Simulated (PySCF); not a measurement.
# ClHO2S: the cost of one run

Programs: PySCF 2.14.0, with routines of our own; each step states its level. All values are computed. Atoms count from 0.

## Step 1: The starting structure

5 atoms, charge 0, multiplicity 1; geometry from: GFN2-xTB.

## Step 2: Magnetic properties: GIAO KT3/aug-pcSseg-1

The job: settings as JSON, then the geometry in Å.

```
{"job": {"kind": "mag", "xc": "KT3", "basis": "aug-pcSseg-1", "isotopologues": 4}, "charge": 0, "multiplicity": 1}
O     -0.569876     1.265200    -0.601794
S     -0.168895     0.007157    -0.079143
O     -0.644473    -1.206235    -0.643202
Cl     1.868491    -0.057400     0.021760
H     -0.476625    -0.005871     1.285194
```

Method: GIAO KT3/aug-pcSseg-1 magnetisability, rotational g tensor and spin-rotation constants, non-relativistic, gas phase.

Launch:

```sh
> OMP_NUM_THREADS=1 python excited_run.py task.json out
```

One launch serves the whole session: the jobs run in the order shown.

**Question.** How long does this first job take on 1 thread of Intel Xeon 6975P-C, shared host, and how much memory does it need?

About 6.9 s, with a peak of 0.47 GiB.
